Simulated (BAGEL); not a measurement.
# [Na2H2]+ ((NaH)2 ring): levels of theory compared

Aim: a comparison of 5 runs (UHF/STO-3G, ROHF/6-31G*, ROHF/cc-pVTZ, UHF/cc-pVTZ, CASPT2(3,10)/6-31G*) of [Na2H2]+ ((NaH)2 ring). 

Program for the calculation: BAGEL 1.2.2.

4 further runs of the same task are left out: 2 that didn't finish, 2 set aside as unsound or not needed.

### 1 The molecule

[Na2H2]+: 4 atoms, total charge +1, spin state doublet. Geometry: a GFN2-xTB relaxation, a rough one for these elements and not checked as a minimum. That shape belongs to the parent species and isn't relaxed for this state.

Bond lengths: Na1–H2 1.904 Å, H2–Na3 1.920 Å, Na1–H4 1.908 Å, Na3–H4 1.900 Å. Angles: Na1–H2–Na3 88.8°, Na1–H4–Na3 89.3°, H2–Na1–H4 91.1°, H2–Na3–H4 90.8°.

### 2 A single-point energy at UHF/STO-3G (density fitting with qzvpp-jkfit) (run 1)

input.json reads:

```json
{ "bagel" : [

{
  "title" : "molecule",
  "basis" : "sto-3g",
  "df_basis" : "qzvpp-jkfit",
  "angstrom" : "true",
  "geometry" : [
    { "atom" : "Na", "xyz" : [       1.038550,       0.596610,      -0.593610 ] },
    { "atom" : "H", "xyz" : [      -0.598950,       1.214560,       0.157280 ] },
    { "atom" : "Na", "xyz" : [      -1.036820,      -0.602620,       0.597030 ] },
    { "atom" : "H", "xyz" : [       0.597210,      -1.208550,      -0.160710 ] }
  ]
},

{
  "title" : "uhf",
  "charge" : 1,
  "nopen" : 1
},

{
  "title" : "print",
  "file" : "orbitals.molden",
  "orbitals" : "true"
}

]}
```

Command:

```console
$ BAGEL_NUM_THREADS=1 BAGEL input.json > input.out
```

Log:

```text
* using 1 threads per process

  ===============================================================
  ===============================================================

  *** Geometry ***

  { "atom" : "Na", "xyz" : [      1.962575,      1.127430,     -1.121760 ] },
  { "atom" : "H", "xyz" : [     -1.131851,      2.295186,      0.297216 ] },
  { "atom" : "Na", "xyz" : [     -1.959306,     -1.138787,      1.128223 ] },
  { "atom" : "H", "xyz" : [      1.128563,     -2.283829,     -0.303698 ] },

  Number of auxiliary basis functions:      260

  Since a DF basis is specified, we compute 2- and 3-index integrals:
    o Being stored without compression. Storage requirement is 0.001 GB

  Number of basis functions:       20
  Number of electrons      :       24

    * METHOD: MOLECULE                             0.04

  *** Open-shell HF ***

  === Nuclear Repulsion ===
    36.3204490850

      * DIIS with orbital gradients will be used.

  === UHF iteration (sto-3g) ===
      0       -320.63064496          0.03085851           0.00
      1       -320.65904983          0.00702169           0.01
      2       -320.66247720          0.00154648           0.00
      3       -320.66308888          0.00045875           0.00
      4       -320.66331290          0.00015832           0.00
      5       -320.66334014          0.00004914           0.00
      6       -320.66334115          0.00003748           0.00
      7       -320.66334233          0.00001927           0.00
      8       -320.66334276          0.00000183           0.00
      9       -320.66334276          0.00000034           0.00
     10       -320.66334276          0.00000003           0.00
     11       -320.66334276          0.00000001           0.00
    * SCF iteration converged.

    * S^2 (UHF) is 0.8128

    * Permanent dipole moment:
           (    0.031071,    -0.057012,    -0.013474) a.u.

    * METHOD: UHF                                  0.08

    * METHOD: PRINT                                0.00

  ===============================================================
```

Run time: 0.24 s. Hardware: 1 thread of Arm Neoverse V1, shared host.

### 3 A single-point energy at ROHF/6-31G(d) (density fitting with qzvpp-jkfit, spherical functions) (run 2)

input.json reads:

```json
{ "bagel": [

{
  "title": "molecule",
  "basis": "6-31gs.json",
  "df_basis": "qzvpp-jkfit",
  "angstrom": true,
  "geometry": [
    { "atom": "Na", "xyz": [       1.038550,       0.596610,      -0.593610 ] },
    { "atom": "H", "xyz": [      -0.598950,       1.214560,       0.157280 ] },
    { "atom": "Na", "xyz": [      -1.036820,      -0.602620,       0.597030 ] },
    { "atom": "H", "xyz": [       0.597210,      -1.208550,      -0.160710 ] }
  ]
},

{
  "title": "rohf",
  "charge": 1,
  "nopen": 1
},

{
  "title": "print",
  "file": "orbitals.molden",
  "orbitals": true
}

]}
```

The basis set 6-31G* is read from a file made from the Basis Set Exchange's data (not shown).

Command:

```console
$ BAGEL_NUM_THREADS=1 BAGEL input.json > input.out
```

Log:

```text
* using 1 threads per process

  ===============================================================
  ===============================================================

  *** Geometry ***

  { "atom" : "Na", "xyz" : [      1.962575,      1.127430,     -1.121760 ] },
  { "atom" : "H", "xyz" : [     -1.131851,      2.295186,      0.297216 ] },
  { "atom" : "Na", "xyz" : [     -1.959306,     -1.138787,      1.128223 ] },
  { "atom" : "H", "xyz" : [      1.128563,     -2.283829,     -0.303698 ] },

  Number of auxiliary basis functions:      260

  Since a DF basis is specified, we compute 2- and 3-index integrals:
    o Being stored without compression. Storage requirement is 0.003 GB

  Number of basis functions:       40
  Number of electrons      :       24

    * METHOD: MOLECULE                             0.06

  *** Open-shell HF ***

  === Nuclear Repulsion ===
    36.3204490850

      * DIIS with orbital gradients will be used.

  === ROHF iteration (6-31gs.json) ===
      0       -324.52973598          0.01206295           0.01
      1       -324.53816510          0.00321311           0.01
      2       -324.53911480          0.00091360           0.01
[... 10 lines of this table left out ...]
     13       -324.53928000          0.00000000           0.01
    * SCF iteration converged.

    * S^2 (ROHF) is 0.7500

    * Permanent dipole moment:
           (   -0.009015,     0.020774,    -0.003223) a.u.

    * METHOD: ROHF                                 0.21

    * METHOD: PRINT                                0.00

  ===============================================================
```

It took 0.4 s on 1 thread of Arm Neoverse V1, shared host.

### 4 The energy at ROHF/cc-pVTZ (density fitting with qzvpp-jkfit) (run 3)

job.json reads:

```json
{ "bagel": [

{
  "title": "molecule",
  "basis": "cc-pvtz.json",
  "df_basis": "qzvpp-jkfit",
  "angstrom": true,
  "geometry": [
    { "atom": "Na", "xyz": [    1.038550,    0.596610,   -0.593610 ] },
    { "atom": "H", "xyz": [   -0.598950,    1.214560,    0.157280 ] },
    { "atom": "Na", "xyz": [   -1.036820,   -0.602620,    0.597030 ] },
    { "atom": "H", "xyz": [    0.597210,   -1.208550,   -0.160710 ] }
  ]
},
{ "title": "rohf", "charge": 1, "nopen": 1 },
{ "title": "print", "file": "orbitals.molden", "orbitals": true }

]}
```

The basis set cc-pVTZ is read from a file made from the Basis Set Exchange's data (not shown).

Command:

```console
$ BAGEL_NUM_THREADS=1 BAGEL job.json > job.out
```

Log:

```text
* using 1 threads per process

  ===============================================================
  ===============================================================

  *** Geometry ***

  { "atom" : "Na", "xyz" : [      1.962575,      1.127430,     -1.121760 ] },
  { "atom" : "H", "xyz" : [     -1.131851,      2.295186,      0.297216 ] },
  { "atom" : "Na", "xyz" : [     -1.959306,     -1.138787,      1.128223 ] },
  { "atom" : "H", "xyz" : [      1.128563,     -2.283829,     -0.303698 ] },

  Number of auxiliary basis functions:      260

  Since a DF basis is specified, we compute 2- and 3-index integrals:
    o Being stored without compression. Storage requirement is 0.019 GB

  Number of basis functions:       96
  Number of electrons      :       24

    * METHOD: MOLECULE                             0.10

  *** Open-shell HF ***

  === Nuclear Repulsion ===
    36.3204490850

      * DIIS with orbital gradients will be used.

  === ROHF iteration (cc-pvtz.json) ===
      0       -324.56641571          0.00743846           0.04
      1       -324.57549278          0.00191359           0.04
      2       -324.57655893          0.00055283           0.04
[... 10 lines of this table left out ...]
     13       -324.57677219          0.00000000           0.04
    * SCF iteration converged.

    * S^2 (ROHF) is 0.7500

    * Permanent dipole moment:
           (   -0.008672,     0.020324,    -0.002973) a.u.

    * METHOD: ROHF                                 0.63

    * METHOD: PRINT                                0.02

  ===============================================================
```

Run time: 0.89 s. Hardware: 1 thread of Arm Neoverse V1, shared host.

Run 4 isn't shown in full; the table further down has it.

### 5 The energy at CASPT2(3,10)/6-31G(d) (density fitting with qzvpp-jkfit, spherical functions) (run 5)

calc.json reads:

```json
{ "bagel": [

{
  "title": "molecule",
  "basis": "6-31gs.json",
  "df_basis": "qzvpp-jkfit",
  "angstrom": "true",
  "geometry": [
    { "atom": "Na", "xyz": [       1.038550,       0.596610,      -0.593610 ] },
    { "atom": "H", "xyz": [      -0.598950,       1.214560,       0.157280 ] },
    { "atom": "Na", "xyz": [      -1.036820,      -0.602620,       0.597030 ] },
    { "atom": "H", "xyz": [       0.597210,      -1.208550,      -0.160710 ] }
  ]
},

{
  "title": "hf",
  "charge": 2
},

{
  "title": "casscf",
  "nstate": 1,
  "nact": 10,
  "nclosed": 10,
  "charge": 1,
  "nspin": 1,
  "maxiter": 200,
  "natocc": "true"
},

{
  "title": "print",
  "file": "orbitals.molden",
  "orbitals": "true"
},

{
  "title": "smith",
  "method": "caspt2",
  "ms": "true",
  "xms": "true",
  "sssr": "true",
  "shift": 0.0,
  "ncore": 2
}

]}
```

The basis set 6-31G* is read from a file made from the Basis Set Exchange's data (not shown).

Command:

```console
$ BAGEL_NUM_THREADS=1 BAGEL calc.json > calc.out
```

Log:

```text
* using 1 threads per process

  ===============================================================
  ===============================================================

  *** Geometry ***

  { "atom" : "Na", "xyz" : [      1.962575,      1.127430,     -1.121760 ] },
  { "atom" : "H", "xyz" : [     -1.131851,      2.295186,      0.297216 ] },
  { "atom" : "Na", "xyz" : [     -1.959306,     -1.138787,      1.128223 ] },
  { "atom" : "H", "xyz" : [      1.128563,     -2.283829,     -0.303698 ] },

[... 23 lines left out ...]
    * SCF iteration converged.
[... 1 line left out ...]
    * Permanent dipole moment:
[... 22 lines left out ...]
    * Second-order optimization converged. *
[... 11 lines left out ...]
     * ci vector, state   0, <S^2> = 0.7500
[... 20 lines left out ...]
    * Zeroth order energy : state  0       -1.4999031759

    * CASPT2 iteration is performed using redundant basis

      ---- iteration ----

        0    -0.00545666     0.00126369      0.25
        1    -0.00552152     0.00021334      0.24
        2    -0.00552356     0.00003343      0.25
        3    -0.00552364     0.00000715      0.24
        4    -0.00552364     0.00000153      0.24
        5    -0.00552364     0.00000030      0.24

      -------------------

    * CASPT2 energy : state  0     -324.5903719974
        reference weight              0.9981903493

    * METHOD: SMITH                                5.99

  ===============================================================
```

Wall time 8.1 s (1 thread of Arm Neoverse V1, shared host); peak memory 0.14 GiB.

### 6 Overview of the runs

```csv
run,level,iteration cap,active rule,energy (Eh),⟨S²⟩,wall time
1,UHF/STO-3G (density fitting with qzvpp-jkfit),–,–,-320.663343,0.813,0.24 s
2,"ROHF/6-31G* (density fitting with qzvpp-jkfit, spherical functions)",–,–,-324.539280,0.750,0.4 s
3,ROHF/cc-pVTZ (density fitting with qzvpp-jkfit),–,–,-324.576772,0.750,0.89 s
4,UHF/cc-pVTZ (density fitting with qzvpp-jkfit),–,–,-324.592795,0.847,0.87 s
5,"CASPT2(3,10)/6-31G* (density fitting with qzvpp-jkfit, spherical functions)",200,valence,-324.590372,–,8.1 s
```

### 7 Summary of results

```
           quantity          value
run 5: total energy  -324.59037 Eh
```

**Reading.** In run 1 the basis is minimal, so the values are rough. All runs together took 11 s, the longest 8.1 s.
